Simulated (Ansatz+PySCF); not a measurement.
A calculation with Ansatz (development build ahead of 0.2.0).

```yaml
crystal:
  periodic: [false, false, false]
  atoms:
    - { symbol: O, position_ang: [0.0, 0.0, 0.07447] }
    - { symbol: H, position_ang: [0.94292, 0.0, -0.19858] }
    - { symbol: H, position_ang: [-0.47146, 0.81659, -0.19858] }
    - { symbol: H, position_ang: [-0.47146, -0.81659, -0.19858] }
basis:
  gaussian: { orbitals: def2-SVP }
total_charge: 1
hamiltonian:
  xc: pbe0
scf:
  omitted_lower_state_checks: [stability, starts, atomic_configurations, cluster_reference, orbital_swaps, given_window_search, neighbouring_geometries, increment]
output:
  forces: true
```

The input is written out in the form of the current development build from the run's settings.

Output:

```yaml
Converged: yes
Total_energy: -76.56235 hartree
Spin_squared_of_the_determinant: 0.000
```

Forces (eV/Å):
```csv
atom,Fx,Fy,Fz
O1,0.000,0.000,0.000
H2,0.000,0.000,0.000
H3,0.000,0.000,0.000
H4,0.000,0.000,0.000
```
